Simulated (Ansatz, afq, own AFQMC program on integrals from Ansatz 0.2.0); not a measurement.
Integrals from Ansatz 0.2.0, then the random walk in our own AFQMC program (afq).

```yaml
crystal:
  periodic: [false, false, false]
  atoms:
    - {symbol: Al, position_ang: [0.000000, -0.618509, 2.419541]}
    - {symbol: N, position_ang: [0.000000, -0.294667, -2.321411]}
    - {symbol: H, position_ang: [0.000000, 0.816367, 3.152823]}
    - {symbol: H, position_ang: [0.000000, 0.096809, -3.250953]}
basis:
  gaussian: {orbitals: cc-pVDZ}
magnetization: {spin_polarized: true, initial_magnetization: 2}
correlation: {method: ccsd_t, electrons: outside_noble_gas, hamiltonian_folder: ham}
```

```sh
$ ansatz run in.yaml --threads 1 --pin off --events-out ev --progress --plain --max-ram 1382MiB
```

Options of the walk:

```
--method phaseless --trial cisd --walkers 60 --populations 1 --least-time 40 --time-step 0.005 --steps-per-block 50 --equilibration-blocks 40 --max-blocks 300 --target-error 0.00076 --factor-cut 1e-05 --start spin_pure --seed 5701 --release-times 0.24,0.51,0.99,1.62,2.4 --release-step 0.03 --release-every 4 --taylor-order 6
```

Times are imaginary, in 1/Eh. The walk had a cap of 1086 s.

Output of the walk:

```
orbitals 36  electrons 6 4  factors 234 of 404
reference energy -297.42024931 Eh
CCSD correlation -0.19587257 Eh in 13 cycles, weight of the determinant in the CISD state 0.8308
energy of the start -297.605520 Eh
 block  time / (1/Eh)  mean weight  energy / Eh
     1     0.250  0.9978  -297.609069
     2     0.500  0.9998  -297.612942
     3     0.750  0.9987  -297.613541
     4     1.000  1.0005  -297.614310
     5     1.250  0.9993  -297.618170
     8     2.000  0.9994  -297.617961
    11     2.750  0.9979  -297.616341
    26     6.500  1.0009  -297.622320
    41    10.250  1.0001  -297.619922
    56    14.000  1.0011  -297.615892
    71    17.750  1.0005  -297.627730
    86    21.500  0.9987  -297.620388
   101    25.250  0.9970  -297.621134
   116    29.000  1.0002  -297.616714
   126    31.500  1.0008  -297.613534
   131    32.750  0.9966  -297.618775
   146    36.500  0.9989  -297.620637
   161    40.250  0.9992  -297.623562
   176    44.000  0.9996  -297.627422
   191    47.750  0.9999  -297.617594
   196    49.000  1.0003  -297.617908
blocks merged  error / Eh  count
     1  0.000304  160
     2  0.000382  80
     4  0.000429  40
     8  0.000482  20
    16  0.000529  10
released: time / (1/Eh)  energy / Eh  error  mean overlap
  0.24  -297.619719  0.000625  1.0017
  0.51  -297.619539  0.000413  1.0000
  0.99  -297.619182  0.000436  0.9855
  1.62  -297.619108  0.000556  0.9784
  2.40  -297.619101  0.000630  0.9640
energy -297.619168 +/- 0.000482 Eh
(rows thinned)
```

The run passed its tests (sampling time, drift between the halves within three errors, error under three times the target), which doesn't prove that it has relaxed.

Against this walk (error 13.1 meV) on the same determinant: CCSD(T) 15.2 meV higher (within the noise), CCSDT(Q) 5.6 meV lower (within the noise). The error is statistical and leaves out the bias of the constraint. The determinant has ⟨S²⟩ = 2.16, so the low cluster orders mix in higher spin (the high orders can go on to a lower state of that spin), while the walk starts as a pure triplet. None of these is a sure reference here. Released to 2.40 1/Eh the energy moves by 2 ± 22 meV (both errors), within twice the noise.

Cautions: constraint bias not in the error; lower spins were not checked; higher spins were not checked; the search met a lower determinant of the same kind, perhaps of another symmetry (6 meV lower), and this one is a saddle point; strong correlation (T1 0.053, weight of the determinant 0.83, largest double 0.10); unrestricted determinant spin contaminated (⟨S²⟩ 2.16 against 2.00); the bias of populations of 60 walkers isn't removed.

The walk took 99 s on 1 thread of AMD EPYC 9R45 96-Core Processor (Zen 5), on a shared host. The log's last line is the phaseless energy.

CCSDT and higher add their correlation energy to the determinant of the CCSD(T) run, since their own runs factorise the integrals more tightly (a shift of under 2 meV). A walk keeps the symmetry of its determinant, which the program's search chose and which needn't be the lowest solution, so a lower state of the same spin and another symmetry isn't excluded.
